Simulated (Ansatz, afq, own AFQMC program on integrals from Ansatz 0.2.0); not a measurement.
**N₂, triplet → N$_{2}$, quintet**

```xyz
2

N     0.0000    0.0000    0.0000
N     0.0000    0.0000    1.2663
```

E(quintet, charge +0) − E(triplet, charge +0) at this geometry, on UHF and UHF determinants.

Basis 6-31G. Noble-gas cores (and the filled d shells of Ga–Kr and In–Xe) are frozen. Integrals, coupled cluster, full CI and functionals: Ansatz 0.2.0; the random walks run on the same integrals in our own AFQMC program. ph-AFQMC/CISD is guided by a CISD state made of CCSD amplitudes; releasing the constraint for a short imaginary time cuts its bias at the price of noise, slowly where states lie close. Uncertainties: one standard error, sampling alone. The errors of all members are added in quadrature.

Full CI on the same integrals is exact in this basis and with this determinant's frozen core.

Errors are counted within 6-31G, not against nature.

Cautions: N₂ (triplet): lower spins were not checked, strong correlation (T1 0.071, weight of the determinant 0.70, largest double 0.41), (T) is large, 7 % of the CCSD correlation, unrestricted determinant spin contaminated (⟨S²⟩ 2.30 against 2.00), CCSD(T) is in doubt: in a space of 10 electrons in 9 natural orbitals full CI lies 94 meV below it, the CCSDT(Q) amplitudes may be one of several solutions (largest double 1.02), the CCSDTQ amplitudes may be one of several solutions (largest double 1.04); N₂ (quintet): another spin lies lower, the released energies have errors that jump between times, so the bars are unsure, so no released level is given (meV from the phaseless value at times in 1/Eh: -0.2 ± 0.6 at 0.24, -1.0 ± 0.7 at 0.51, -1.9 ± 0.8 at 0.99, -8 ± 7 at 1.62, -3.1 ± 1.1 at 2.40), though the last usable value meets full CI within the noise; the upper state may be diffuse, so the gap hangs on the basis.

```json
{"level": "MP2", "vertical spin gap (eV)": "3.610"}
{"level": "CCSD", "vertical spin gap (eV)": "4.418"}
```

**Question.** From these cheaper values, estimate the vertical spin gap at the reference level in 6-31G.

**Answer.** 4.996 eV (full CI in 6-31G).

```json
{"level": "HF", "vertical spin gap (eV)": "2.233", "error against FCI (eV)": "-2.763"}
{"level": "CCSD(T)", "vertical spin gap (eV)": "4.728", "error against FCI (eV)": "-0.268"}
{"level": "CCSDT", "vertical spin gap (eV)": "4.967", "error against FCI (eV)": "-0.029"}
{"level": "CCSDT(Q)", "vertical spin gap (eV)": "5.042", "error against FCI (eV)": "0.046"}
{"level": "CCSDTQ", "vertical spin gap (eV)": "4.994", "error against FCI (eV)": "-0.002"}
{"level": "ph-AFQMC/HF", "vertical spin gap (eV)": "4.386 ± 0.030", "error against FCI (eV)": "-0.610 ± 0.030"}
```

Correlation beyond CCSD(T) adds 0.268 eV. The perturbative (T) step is worth +0.310 eV. Where the cautions show a poor determinant, the low rows tell how each method copes with it, not its usual error.

CCSDT and higher add their correlation energy to the determinant of the CCSD(T) run, since their own runs factorise the integrals more tightly (a shift of under 2 meV). A walk keeps the symmetry of its determinant, which the program's search chose and which needn't be the lowest solution, so a lower state of the same spin and another symmetry isn't excluded.
